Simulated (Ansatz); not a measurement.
**C₃H₄Cl₂: small, medium and large basis sets**

One table from this session's results is given with a row withheld; the runs are named, their logs left out.

Program: Ansatz 0.2.0, Gaussian basis. Level of theory: one geometry, several basis sets. These are calculated values, not measurements.

The runs, in order: PBE0-D4/def2-SVP; ωB97M-V/def2-SVP; PBE0-D4/def2-QZVPP; ωB97M-V/def2-QZVPP; the functionals' def2-TZVPP values are taken from earlier runs.

**Structure used throughout**

The geometry comes from an earlier relaxation with PBE0-D4 in a triple-zeta def2 set; it is a stationary point, not always the lowest conformer.

SMILES `ClC1(Cl)CC1`, 9 atoms, charge 0, spin multiplicity 1.

Atoms are counted from 1 here; the program's logs count them from 0.

Bond lengths: Cl1–C2 1.749 Å, C2–Cl3 1.749 Å, C2–C4 1.485 Å, C2–C5 1.485 Å, C4–C5 1.510 Å, C4–H6 1.082 Å, C4–H7 1.082 Å, C5–H8 1.082 Å, C5–H9 1.082 Å. Angles: Cl1–C2–Cl3 113.0°, Cl1–C2–C4 118.4°, Cl1–C2–C5 118.4°, Cl3–C2–C4 118.4°, Cl3–C2–C5 118.4°, C4–C2–C5 61.1°, C2–C4–C5 59.4°, C2–C4–H6 117.0°, C2–C4–H7 117.0°, C5–C4–H6 118.1°, C5–C4–H7 118.1°, H6–C4–H7 115.6°, C2–C5–C4 59.4°, C2–C5–H8 117.0°, C2–C5–H9 117.0°, C4–C5–H8 118.1°, C4–C5–H9 118.1°, H8–C5–H9 115.6°.

The first run:

The input, in.yaml:

```yaml
crystal:
  periodic: [false, false, false]
  atoms:
    - {symbol: Cl, position_ang: [1.030089, -2.011485, -0.175668]}
    - {symbol: C, position_ang: [0.045200, -0.596653, -0.473389]}
    - {symbol: Cl, position_ang: [-0.849690, -0.690731, -1.973633]}
    - {symbol: C, position_ang: [0.561804, 0.726962, -0.041210]}
    - {symbol: C, position_ang: [-0.590795, 0.077717, 0.686926]}
    - {symbol: H, position_ang: [1.528953, 0.741605, 0.444063]}
    - {symbol: H, position_ang: [0.348906, 1.570642, -0.684610]}
    - {symbol: H, position_ang: [-0.402959, -0.346679, 1.664522]}
    - {symbol: H, position_ang: [-1.583009, 0.482421, 0.535897]}
basis:
  gaussian: {orbitals: def2-SVP}
hamiltonian: {xc: pbe0, dispersion: d4}
output: {orbitals: {seedname: orbitals}}
```

Steps of the session up to this table: PBE0-D4 in def2-SVP; ωB97M-V in def2-SVP; PBE0-D4 in def2-QZVPP; ωB97M-V in def2-QZVPP.

One of the session's tables, all rows but one given; the rest of the session is left out.

It belongs to the step «Density functionals: the series». 

| functional | basis | HOMO (eV) | LUMO (eV) |
| --- | --- | --- | --- |
| PBE0-D4 | def2-SVP | -7.74 | 0.88 |
| PBE0-D4 | def2-TZVPP | -7.87 | 0.24 |
| PBE0-D4 | def2-QZVPP | -7.91 | 0.01 |
| ωB97M-V | def2-SVP | -9.95 | 2.99 |
| ωB97M-V | def2-TZVPP | -10.12 | 2.48 |
| ωB97M-V | def2-QZVPP | ? | ? |

Estimate the missing values for ωB97M-V, def2-QZVPP.

**Answer.** HOMO (eV): -10.17; LUMO (eV): 1.92. In the column «HOMO (eV)» it is the lowest.
